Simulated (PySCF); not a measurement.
Species: acetylene, C₂H₂.
Bonds: C1–C2 (triple). Hydrogens: H3 on C1; H4 on C2.

A GFN2-xTB structure was refined with B3LYP/6-31+G* geometry optimisation, gas phase (PySCF 2.14.0). Its GFN2-xTB values:

| coordinate | GFN2-xTB |
| --- | --- |
| C1≡C2 | 1.194 Å |
| C1–H3 | 1.050 Å |
| C2–C1–H3 | 180.0° |

**Question.** How do these coordinates change at the B3LYP/6-31+G* level?

**Answer.** 
```tsv
coordinate	B3LYP/6-31+G* (Å or °)	change
C1–H3	1.067	+0.017
C1≡C2	1.208	+0.014
C2–C1–H3	179.9	-0.1
```

The energy falls by 0.024 eV over 3 energy and gradient evaluations, the largest force component goes from 0.0143 to 1.3e-04 Eh/bohr, and the atoms move by 0.018 Å rms after alignment. Among the bonds, C1–H3 and C2–H4 change most and about equally (+0.017 Å). Bonds longer at the end by more than 0.005 Å: 3 of 3; shorter: 0.

The run used 40 basis functions and 15 SCF cycles in all. Time: 1.0 s of wall time; peak memory 0.24 GiB. Hardware: an Arm Neoverse V2 with one thread, shared host with 48 logical CPUs at a one-minute load of 33.

Stationary, but not proved a minimum.
